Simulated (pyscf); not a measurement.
5 gas-phase steps of one pattern: four-centre exchange on the singlet surface, H–H + N–Si or H–H + N–Sn broken and H–N + H–Si or H–N + H–Sn formed. Structures and frequencies: ωB97X-D3(BJ)/def2-SVP in PySCF. Electronic energies in kJ/mol, from the separated reactants; ΔE‡ and ΔE at ωB97M-D3(BJ)/def2-TZVP. Rows were drawn at random from the steps of this pattern with a verified saddle, stable references and no exit in the data more than 5 kcal/mol lower.

| row | step | ΔE | ΔE‡ |
|---|---|---|---|
| 1 | H₂N–SnH₃ + H₂ → SnH₄ + NH₃ | -36.6 | 144.4 |
| 2 | H₂N–SiH₂–Si(F)(SiH₃)–SiH₃ + H₂ -> F–Si(SiH₃)(SiH₃)–SiH₃ + NH₃ | +18.2 | 194.0 |
| 3 | H₃Si–NH–Si(Cl)(Cl)–Cl + H₂ → H₂N–Si(Cl)(Cl)–Cl + SiH₄ | +30.4 | 230.9 |
| 4 | H₃C–N(CH₃)–SiH₂–NH₂ + H₂ -> H₃C–N(CH₃)–SiH₃ + NH₃ | +44.6 | ? |
| 5 | H₂N–Si(NH₂)(Cl)–Cl + H₂ -> H₂N–SiH(Cl)–Cl + NH₃ | +57.3 | 186.7 |

### Question
From a straight line through the complete rows, estimate the missing barrier and say how far the line can be trusted.

### Answer
Over the 4 complete rows the means are +17.3 (ΔE) and 189.0 (ΔE‡); least squares gives b = 0.61 and a = 178.4 kJ/mol, with residuals of 22.5 kJ/mol (root mean square; largest 34.0, row 3). For row 4: 178.4 + 0.61 × (+44.6) = 205.6 kJ/mol. The computed barrier is 192.1 kJ/mol, 13.5 under the line. The scatter is large against the spread of the barriers, so the line says little here. Each barrier is that of the saddle found. Elements past Kr carry the def2 core potentials, without spin-orbit coupling.
